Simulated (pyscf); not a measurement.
NH₃ (SMILES N) + F–SiH(Cl)–Cl (SMILES F[SiH](Cl)Cl) -> H₂N–SiH(Cl)–Cl (SMILES N[SiH](Cl)Cl) + HF (SMILES F), a four-centre exchange (singlet surface; H–N, F–Si broken, N–Si, F–H formed). Optimised with ωB97X-D3(BJ)/def2-SVP in PySCF. Energies in kJ/mol from the separated reactants.

AM1 to PM7: differences of heats of formation from MOPAC, which are fitted to 298 K values and so differ in kind from electronic energies by zero-point and thermal terms. 

In single points PM3 puts the saddle at 226.4 kJ/mol and the reaction energy at +53.7 kJ/mol. Should these be trusted to within a few kcal/mol? Compare with ωB97M-D3(BJ)/def2-TZVP.

ωB97M-D3(BJ)/def2-TZVP gives ΔE‡ = 106.3 kJ/mol and ΔE = +78.4 kJ/mol. PM3 lies 120.1 kJ/mol over it in the barrier and 24.7 kJ/mol under it in the reaction energy, so on this step it does not hold to within 12.6 kJ/mol. ωB97M-D3(BJ)/def2-TZVP has limits of its own. On the reactant side the descent ends in an adduct with a N–Si contact (not fully relaxed), 27.9 kJ/mol under the separated species and 130.7 kJ/mol under the saddle at ωB97X-D3(BJ)/def2-TZVP. On the product side the descent ends in a bound adduct, 34.3 kJ/mol under the separated species and 62.1 kJ/mol under the saddle at ωB97X-D3(BJ)/def2-TZVP. What is counted as formed (N–Si) is already present as a longer contact in the reactant adduct; forming that adduct is a step of its own. This is the saddle that the search found; another between the same sides may lie lower.
